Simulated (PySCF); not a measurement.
Species: propanoyl fluoride, C3H5FO.
Numbering: `[CH3:1][CH2:2][C:3](=[O:4])[F:5]` (hydrogens: H6, H7, H8 on C1; H9, H10 on C2)

Torsions of this conformer, `[CH3:1][CH2:2][C:3](=[O:4])[F:5]`: C1–C2–C3–O4 -113°.

The closed-shell ground state was solved at several levels (PySCF, density fitting, gas phase, non-relativistic). One conformer (not necessarily the lowest) at the GFN2-xTB geometry, without solvent, vibrations or thermal averaging.

```csv
level,basis functions,HOMO (eV),LUMO (eV),gap (eV),dipole (D)
wB97X-D/def2-SVPD,146,-10.94,1.28,12.22,3.25
B3LYP/pcJ-1,185,-8.59,-0.69,7.90,3.14
```

What might PBE0/pcSseg-1 (110 basis functions) give for the same quantities?

HOMO -8.87 eV, LUMO -0.41 eV, gap 8.46 eV, dipole 3.15 D.

Over all these levels, which gives the widest orbital gap and which the narrowest?

wB97X-D/def2-SVPD (range-separated hybrid) has the widest, 12.22 eV, and B3LYP/pcJ-1 (global hybrid, 20 % exact exchange) the narrowest, 7.90 eV. Functional and basis both differ between the two, so the spread mixes both effects.

How far do the dipole and the HOMO energy spread over the levels?

The dipole runs from 3.14 to 3.25 D (mean 3.18 D) and the HOMO from -10.94 to -8.59 eV.
